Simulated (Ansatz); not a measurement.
A calculation with Ansatz (development build ahead of 0.2.0).

```yaml
crystal:
  periodic: [false, false, false]
  atoms:
    - { symbol: C, position_ang: [0.0, 0.0, -0.1059] }
    - { symbol: H, position_ang: [0.0, 1.004, 0.3178] }
    - { symbol: H, position_ang: [0.0, -1.004, 0.3178] }
    - { symbol: C, position_ang: [10.0, 0.0, -0.1059] }
    - { symbol: H, position_ang: [10.0, 1.004, 0.3178] }
    - { symbol: H, position_ang: [10.0, -1.004, 0.3178] }
basis:
  gaussian: { orbitals: pcseg-2 }
magnetization:
  spin_polarized: true
hamiltonian:
  xc: pbe0
```

The input is written out in the form of the current development build from the run's settings.

The run gave:

```json
{
 "Converged": "yes",
 "Total energy": "-78.23136 hartree",
 "Spin squared of the determinant": "2.014",
 "Stability test": "minimum"
}
```

Caution: the unrestricted determinant is a mixture of spin states.
